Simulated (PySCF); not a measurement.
Molecule: `InChI=1S/C5H8/c1-3-5-4-2/h3-4H,1-2,5H2`.

Atoms are numbered as in `[CH2:1]=[CH:2][CH2:3][CH:4]=[CH2:5]`. Hydrogens are named by the atom that carries them. Ha(C1), Ha(C5) are cis to C3; Hb(C1), Hb(C5) are trans to C3.

Geometry PBE0-D3(BJ)/def2-SVP throughout; GIAO in PySCF, gas phase, one conformer, non-relativistic; equivalent atoms averaged; functional PBE0.

For orientation, IGLO-III gives these shifts δ (against TMS at the same level): C2/C4 150.8, C1/C5 124.3, C3 46.2, Hb(C1)/Hb(C5) 5.24, H(C2)/H(C4) 5.97, Ha(C1)/Ha(C5) 5.33, H(C3) 2.92 ppm.

A run gave: C2/C4 131.5, C1/C5 113.0, C3 41.3, Hb(C1)/Hb(C5) 5.06, H(C2)/H(C4) 5.87, Ha(C1)/Ha(C5) 5.19, H(C3) 2.82 ppm (shifts δ (against TMS at the same level)).

Which basis set was used in that run?
A. 6-311+G(2d,p)
B. 6-31G*
C. STO-3G
D. cc-pVTZ
E. cc-pVDZ

## Answers

B. C2/C4 tells them apart best: 6-31G* gives 131.5, cc-pVDZ gives 138.6, 6-311+G(2d,p) gives 145.7, STO-3G gives 112.6, cc-pVTZ gives 145.4 ppm.
